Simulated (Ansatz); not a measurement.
in.yaml

```yaml
crystal:
  periodic: [false, false, false]
  atoms:
    - {symbol: B, position_ang: [0.000000, 0.102481, 1.109951]}
    - {symbol: N, position_ang: [0.000000, -0.151138, -0.755486]}
    - {symbol: H, position_ang: [0.000000, 1.001073, -1.406649]}
basis:
  gaussian: {orbitals: cc-pVDZ}
magnetization: {spin_polarized: false, initial_magnetization: 3}
correlation: {method: fic_mrcisd_q_relaxed, electrons: outside_noble_gas, active_space: {window: {electrons: 9, orbitals: 9}, shells: [{species: B, l: s, shell: 2}, {species: B, l: p, shell: 2}, {species: H, l: s, shell: 1}, {species: "N", l: s, shell: 2}, {species: "N", l: p, shell: 2}]}}
```

```sh
$ ansatz run in.yaml --threads 1 --pin off --events-out ev --progress --plain --max-ram 2393MiB
```

Log:

```
598 factors; integrals over basis functions are off by at most 2.3e-7 eV
mean field evaluation 1: about -2160.4193 eV, gradient 8.6e0 eV
mean field evaluation 2: about -2160.4207 eV, gradient 8.6e0 eV
mean field evaluation 4: about -2161.5206 eV, gradient 1.3e0 eV
mean field evaluation 8: about -2161.5534 eV, gradient 2.4e-1 eV
mean field evaluation 16: about -2161.6941 eV, gradient 1.0e-2 eV
mean field evaluation 32: about -2161.5404 eV, gradient 9.9e-1 eV
mean field evaluation 64: about -2161.6789 eV, gradient 1.4e-1 eV
mean field evaluation 96: about -2161.6632 eV, gradient 1.4e0 eV
mean field -2161.69407425 eV, -79.4407919797 hartree, gradient 1.4e-6 eV, S^2 3.750000; 8 other end points of the search recorded, 0 dependent functions left out
reference -2161.69407425 eV, -79.4407919797 hartree; 8, 5 occupied and 25, 28 virtual orbitals, 598 factors
state -2164.42355710 eV, -79.5410986246 hartree
contracted CI cycle   1: correlation 0.00000000 eV, 0.0000000000 hartree, residual 1.65e1 eV
contracted CI cycle   2: correlation -3.31991526 eV, -0.1220046354 hartree, residual 3.17e0 eV
contracted CI cycle   3: correlation -3.44579069 eV, -0.1266304723 hartree, residual 1.28e0 eV
contracted CI cycle   4: correlation -3.47140331 eV, -0.1275717188 hartree, residual 6.26e-1 eV
contracted CI cycle   5: correlation -3.47906684 eV, -0.1278533481 hartree, residual 3.85e-1 eV
contracted CI cycle   6: correlation -3.48274163 eV, -0.1279883942 hartree, residual 2.63e-1 eV
contracted CI cycle   7: correlation -3.48396206 eV, -0.1280332441 hartree, residual 1.62e-1 eV
contracted CI cycle   8: correlation -3.48440848 eV, -0.1280496498 hartree, residual 7.04e-2 eV
contracted CI cycle   9: correlation -3.48449026 eV, -0.1280526551 hartree, residual 3.88e-2 eV
contracted CI cycle  10: correlation -3.48451564 eV, -0.1280535880 hartree, residual 2.04e-2 eV
contracted CI cycle  11: correlation -3.48452343 eV, -0.1280538740 hartree, residual 1.11e-2 eV
contracted CI cycle  12: correlation -3.48452547 eV, -0.1280539493 hartree, residual 5.44e-3 eV
contracted CI cycle  13: correlation -3.48452595 eV, -0.1280539669 hartree, residual 2.62e-3 eV
contracted CI cycle  14: correlation -3.48452608 eV, -0.1280539717 hartree, residual 1.34e-3 eV
state -2164.42355710 eV, -79.5410986246 hartree; corrected -2168.09997262 eV, -79.6762044028 hartree
Total energy: -2168.09997262 eV, -79.6762044028 hartree
Checks for a lower state left out: starts, orbital_swaps
```

For the same geometry and basis UCCSDT(Q) lies 1.5 meV higher.

Ran on 1 thread of Arm Neoverse V1, shared host: 5.5 s wall, 0.33 GiB peak host memory.
